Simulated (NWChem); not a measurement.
## nitrogen trifluoride (F₃N)

```
N
F 1 1.3680
F 1 1.3681 2 102.35
F 1 1.3681 2 102.35 3 105.78
```
Charge 0, spin multiplicity 1.

All runs are NWChem calculations. Structure: optimised with B3LYP/def2-SVP, a minimum by its harmonic frequencies.

The stability of the SCF solutions was not checked.

Worked example. At r2SCAN/def2-TZVP the molecule has a total energy of -354.10388 Ha and the free atoms (multiplicities F 2, N 4) F -99.72764, N -54.58102 Ha. The electronic atomisation energy is the atoms' sum less the molecule's energy.

3·(-99.72764) + 1·(-54.58102) = -353.76394 Ha for the atoms; less the molecule's energy this leaves 0.33994 Ha, or 213.3 kcal/mol (893 kJ/mol), without zero-point, thermal or spin-orbit terms.
